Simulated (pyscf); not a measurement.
Structures and frequencies: ωB97X-D3(BJ)/def2-SVP in PySCF.

**Question.** PBE/def2-TZVP puts the barrier of `[CH]=[C]=[NH]` [doublet] + `[H][H]` → `[CH2][C]#[N]` [doublet] + `[H][H]` (concerted two-bond exchange; doublet surface; H–N, H–H broken, C–H, H–H formed) at 25.8 kcal/mol and the reaction energy at -28.1 kcal/mol, from the separated reactants. What do B3LYP-D3(BJ)/def2-TZVP, M06-2X/def2-TZVP, ωB97M-D3(BJ)/def2-TZVP give on the same structures?

**Answer.** B3LYP-D3(BJ): ΔE‡ = 32.5 kcal/mol, ΔE = -30.2 kcal/mol; M06-2X: ΔE‡ = 36.6 kcal/mol, ΔE = -31.3 kcal/mol; ωB97M-D3(BJ): ΔE‡ = 34.1 kcal/mol, ΔE = -31.6 kcal/mol. PBE's barrier lies under all of them, by 6.7 to 10.9 kcal/mol. Its reaction energy lies over all of them, by 2.2 to 3.5 kcal/mol. Low barriers are usual for a GGA, whose delocalisation error favours stretched bonds. One saddle was located; it need not be the lowest between these sides.
